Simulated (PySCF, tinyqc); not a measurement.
Worked calculation: RHF in the sto-3g basis, for BH, spin multiplicity 1. The lowest restricted solution is unstable here: a spin-polarised one lies 0.0728 hartree lower (PySCF). One step of it, computed by the program tinyqc.

Task: Iteration 3: diagonalisation and new density. Diagonalise F' = X^T F X, C = X C', fill 3 alpha and 3 beta electrons from the bottom; D = 2 C_occ C_occ^T; the new density keeps 0.5 of the old one (damping). Each column has its largest component positive (the first on a tie).

extrapolated F (hartree):
```
,1B 1s,1B 2s,1B 2px,1B 2py,1B 2pz,2H 1s
1B 1s,-7.115535,-2.095145,0.008693,-0.007671,-0.000108,-0.043468
1B 2s,-2.095145,-0.888172,-0.013860,0.012838,-0.019049,-0.094273
1B 2px,0.008693,-0.013860,0.212848,0.123510,-0.076652,-0.007824
1B 2py,-0.007671,0.012838,0.123510,0.296709,0.056306,0.005937
1B 2pz,-0.000108,-0.019049,-0.076652,0.056306,0.349329,-0.064313
2H 1s,-0.043468,-0.094273,-0.007824,0.005937,-0.064313,-0.130083
```

X:
```
,1B 1s,1B 2s,1B 2px,1B 2py,1B 2pz,2H 1s
1B 1s,1.028885,-0.141945,0.000000,0.000000,-0.001048,0.008483
1B 2s,-0.141945,1.033285,0.000000,0.000000,0.005965,-0.055184
1B 2px,0.000000,0.000000,1.000000,0.000000,0.000000,0.000000
1B 2py,0.000000,0.000000,0.000000,1.000000,0.000000,0.000000
1B 2pz,-0.001048,0.005965,0.000000,0.000000,1.007818,-0.072799
2H 1s,0.008483,-0.055184,0.000000,0.000000,-0.072799,1.012137
```

D after iteration 2:
```
,1B 1s,1B 2s,1B 2px,1B 2py,1B 2pz,2H 1s
1B 1s,2.136348,-0.582847,-0.087251,-0.036184,-0.011414,0.006491
1B 2s,-0.582847,1.731417,0.294407,-0.271126,-0.028609,-0.002029
1B 2px,-0.087251,0.294407,0.791654,-0.628706,0.320281,-0.041943
1B 2py,-0.036184,-0.271126,-0.628706,0.541729,-0.212456,0.021164
1B 2pz,-0.011414,-0.028609,0.320281,-0.212456,0.554280,-0.298577
2H 1s,0.006491,-0.002029,-0.041943,0.021164,-0.298577,0.644094
```

overlap S:
```
,1B 1s,1B 2s,1B 2px,1B 2py,1B 2pz,2H 1s
1B 1s,1.000000,0.269328,0.000000,0.000000,0.000000,0.005439
1B 2s,0.269328,1.000000,0.000000,0.000000,0.000000,0.104295
1B 2px,0.000000,0.000000,1.000000,0.000000,0.000000,0.000000
1B 2py,0.000000,0.000000,0.000000,1.000000,0.000000,0.000000
1B 2pz,0.000000,0.000000,0.000000,0.000000,1.000000,0.142703
2H 1s,0.005439,0.104295,0.000000,0.000000,0.142703,1.000000
```

Give: F' = X^T F X; orbital energies; coefficients C; D after iteration 3.

Result:

F' = X^T F X (hartree):
```
,1,2,3,4,5,6
1,-6.939,-1.099,0.011,-0.010,-0.001,0.020
2,-1.099,-0.468,-0.016,0.014,-0.010,-0.060
3,0.011,-0.016,0.213,0.124,-0.077,-0.002
4,-0.010,0.014,0.124,0.297,0.056,0.001
5,-0.001,-0.010,-0.077,0.056,0.363,-0.082
6,0.020,-0.060,-0.002,0.001,-0.082,-0.114
```

orbital energies (hartree): MO1 -7.121, MO2 -0.310, MO3 -0.105, MO4 0.095, MO5 0.385, MO6 0.408

coefficients C:
```
,MO1,MO2,MO3,MO4,MO5,MO6
1B 1s,0.992,-0.286,0.112,0.014,-0.001,-0.006
1B 2s,0.028,0.963,-0.400,-0.041,0.003,0.024
1B 2px,-0.001,0.051,0.034,0.769,0.595,-0.228
1B 2py,0.001,-0.041,-0.023,-0.552,0.803,0.221
1B 2pz,0.000,0.046,0.094,0.311,-0.045,0.955
2H 1s,-0.002,0.274,0.945,-0.132,0.010,-0.217
```

D after iteration 3:
```
,1B 1s,1B 2s,1B 2px,1B 2py,1B 2pz,2H 1s
1B 1s,2.147,-0.584,-0.055,-0.008,-0.008,0.029
1B 2s,-0.584,1.954,0.182,-0.166,-0.008,-0.116
1B 2px,-0.055,0.182,0.400,-0.317,0.166,0.025
1B 2py,-0.008,-0.166,-0.317,0.273,-0.110,-0.022
1B 2pz,-0.008,-0.008,0.166,-0.110,0.288,-0.048
2H 1s,0.029,-0.116,0.025,-0.022,-0.048,1.290
```
